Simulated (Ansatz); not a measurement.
**CH2BCl (SMILES B=CCl): functionals against CCSD(T) at one geometry**

A test off equilibrium: a structure displaced at random from a GFN2-xTB minimum is computed at several levels, and each is set against CCSD(T).

Computed with Ansatz 0.2.0, Gaussian basis. Level: single points in def2-TZVPP.

Correlated methods freeze the cores.

**1. Where the work starts**

5 atoms, charge 0, spin multiplicity 1.

Atoms are counted from 1 here; the program's logs count them from 0.

Bond lengths: B1–C2 1.419 Å, B1–H4 1.181 Å, C2–Cl3 1.717 Å, C2–H5 1.051 Å. Angles: C2–B1–H4 177.1°, B1–C2–Cl3 130.8°, B1–C2–H5 122.6°, Cl3–C2–H5 106.1°.

Coordinates:

```
atom     x (Å)     y (Å)     z (Å)
  B1  -0.81470   0.29030  -0.49640
  C2   0.26470  -0.09630   0.34040
 Cl3   1.68280  -1.00070  -0.00490
  H4  -1.70710   0.56040  -1.22140
  H5   0.38730   0.27570   1.31530
```

**2. CCSD(T)/def2-TZVPP**

The input, run/in.yaml:

```yaml
crystal:
  periodic: [false, false, false]
  atoms:
    - {symbol: B, position_ang: [-0.814700, 0.290300, -0.496400]}
    - {symbol: C, position_ang: [0.264700, -0.096300, 0.340400]}
    - {symbol: Cl, position_ang: [1.682800, -1.000700, -0.004900]}
    - {symbol: H, position_ang: [-1.707100, 0.560400, -1.221400]}
    - {symbol: H, position_ang: [0.387300, 0.275700, 1.315300]}
basis:
  gaussian: {orbitals: def2-TZVPP}
correlation: {method: ccsd_t}
output: {forces: true}
```

No record of the launch command was kept for these runs.

**3. PBE0-D4/def2-TZVPP**

Changes to run/in.yaml since step 2:

```diff
@@ -10,3 +10,3 @@
   gaussian: {orbitals: def2-TZVPP}
-correlation: {method: ccsd_t}
-output: {forces: true}
+hamiltonian: {xc: pbe0, dispersion: d4}
+output: {forces: true, orbitals: {seedname: orbitals}}
```

**4. wB97M-V/def2-TZVPP**

Changes to run/in.yaml since step 3:

```diff
@@ -10,3 +10,3 @@
   gaussian: {orbitals: def2-TZVPP}
-hamiltonian: {xc: pbe0, dispersion: d4}
-output: {forces: true, orbitals: {seedname: orbitals}}
+hamiltonian: {xc: {name: wB97M-V}}
+output: {forces: true}
```

**5. r2SCAN-D4/def2-TZVPP**

Changes to run/in.yaml since step 4:

```diff
@@ -10,3 +10,3 @@
   gaussian: {orbitals: def2-TZVPP}
-hamiltonian: {xc: {name: wB97M-V}}
+hamiltonian: {xc: r2scan, dispersion: d4}
 output: {forces: true}
```

**6. PBE-D4/def2-TZVPP**

Changes to run/in.yaml since step 5:

```diff
@@ -10,3 +10,3 @@
   gaussian: {orbitals: def2-TZVPP}
-hamiltonian: {xc: r2scan, dispersion: d4}
+hamiltonian: {xc: pbe, dispersion: d4}
 output: {forces: true}
```

**7. wB97X-V/def2-TZVPP**

Changes to run/in.yaml since step 6:

```diff
@@ -10,3 +10,3 @@
   gaussian: {orbitals: def2-TZVPP}
-hamiltonian: {xc: pbe, dispersion: d4}
+hamiltonian: {xc: {name: wB97X-V}}
 output: {forces: true}
```

**8. BHLYP-D4/def2-TZVPP**

Changes to run/in.yaml since step 7:

```diff
@@ -10,3 +10,3 @@
   gaussian: {orbitals: def2-TZVPP}
-hamiltonian: {xc: {name: wB97X-V}}
+hamiltonian: {xc: {name: BHLYP}, dispersion: d4}
 output: {forces: true}
```

(Steps that only read results are left out.)

What does the calculation give? Wanted: energy less free atoms, CCSD(T)/def2-TZVPP; RMS force component; RMS force error; HOMO and LUMO, PBE0-D4; T1 diagnostic.

As calculated:

```
                                  quantity                                                                                            value
energy less free atoms, CCSD(T)/def2-TZVPP                                                                                   -1607.6 kJ/mol
                       RMS force component                                                             0.626 to 0.795 eV/Å over the methods
                           RMS force error  PBE0-D4 0.239, wB97M-V 0.255, r2SCAN-D4 0.177, PBE-D4 0.181, wB97X-V 0.239, BHLYP-D4 0.313 eV/Å
                    HOMO and LUMO, PBE0-D4                                                                               -6.51 and -2.41 eV
                             T1 diagnostic                                                                                            0.012
```

Against CCSD(T) the functionals' energies less atoms differ by -121.1 to -5.4 kJ/mol, PBE-D4 by -121.1 kJ/mol. A larger basis would deepen the CCSD(T) value, while the functionals are nearly converged already, so the order here is not reliable. The forces of r2SCAN-D4 come nearest to CCSD(T), those of BHLYP-D4 are farthest. Frozen-core CCSD(T) forces in triple zeta carry basis errors of their own, and this is one geometry, so small gaps rank nothing.
